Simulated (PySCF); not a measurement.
## N-methylpyrrolidine, C5H11N

Geometry:
```json
{"atom": "C1", "x (Å)": "2.185", "y (Å)": "0.037", "z (Å)": "0.290"}
{"atom": "N2", "x (Å)": "0.759", "y (Å)": "0.092", "z (Å)": "0.422"}
{"atom": "C3", "x (Å)": "0.042", "y (Å)": "-1.013", "z (Å)": "-0.175"}
{"atom": "C4", "x (Å)": "-1.426", "y (Å)": "-0.572", "z (Å)": "-0.138"}
{"atom": "C5", "x (Å)": "-1.360", "y (Å)": "0.966", "z (Å)": "-0.006"}
{"atom": "C6", "x (Å)": "0.131", "y (Å)": "1.281", "z (Å)": "-0.108"}
{"atom": "H7", "x (Å)": "2.527", "y (Å)": "0.047", "z (Å)": "-0.772"}
{"atom": "H8", "x (Å)": "2.649", "y (Å)": "0.895", "z (Å)": "0.800"}
{"atom": "H9", "x (Å)": "2.576", "y (Å)": "-0.881", "z (Å)": "0.757"}
{"atom": "H10", "x (Å)": "0.234", "y (Å)": "-1.950", "z (Å)": "0.373"}
{"atom": "H11", "x (Å)": "0.365", "y (Å)": "-1.182", "z (Å)": "-1.230"}
{"atom": "H12", "x (Å)": "-1.961", "y (Å)": "-0.894", "z (Å)": "-1.042"}
{"atom": "H13", "x (Å)": "-1.949", "y (Å)": "-1.015", "z (Å)": "0.721"}
{"atom": "H14", "x (Å)": "-1.948", "y (Å)": "1.490", "z (Å)": "-0.773"}
{"atom": "H15", "x (Å)": "-1.744", "y (Å)": "1.283", "z (Å)": "0.975"}
{"atom": "H16", "x (Å)": "0.432", "y (Å)": "2.176", "z (Å)": "0.459"}
{"atom": "H17", "x (Å)": "0.418", "y (Å)": "1.455", "z (Å)": "-1.174"}
```

Method used: quadratic response CAM-B3LYP/def2-TZVPD first hyperpolarisability, Taylor convention, gas phase in PySCF 2.14.0. Geometry: PBE0-D3(BJ)/def2-SVP.

**Question.** Give β for the processes computed.

**Answer.** In 10⁻³⁰ esu, Taylor convention; the vector part is βᵢ = ⅓ Σⱼ (βᵢⱼⱼ + βⱼᵢⱼ + βⱼⱼᵢ); β∥ is 3/5 of the vector part along the dipole, the dipole points from − to +:
```
                   process  λ (nm)  β vector norm     β∥  β HRS  depolarisation ratio
           static β(0;0,0)       ∞           2.43  -1.35   0.90                  8.49
second harmonic β(−2ω;ω,ω)    1907           2.58  -1.43   0.95                  8.40
         Pockels β(−ω;ω,0)    1907           2.48  -1.38      –                     –
second harmonic β(−2ω;ω,ω)    1064           2.97  -1.66   1.10                  8.17
         Pockels β(−ω;ω,0)    1064           2.59  -1.44      –                     –
```

**Question.** Which lowest excitations, dipole and polarisabilities go with it?

**Answer.** S1 5.70 eV (f = 0.023); S2 6.40 eV (f = 0.025); S3 6.52 eV (f = 0.002); dipole 0.48 D; isotropic α 70.0 au static, 70.1 au at 1907 nm, 70.5 au at 1064 nm, 70.7 au at 953.5 nm, 72.3 au at 532 nm.
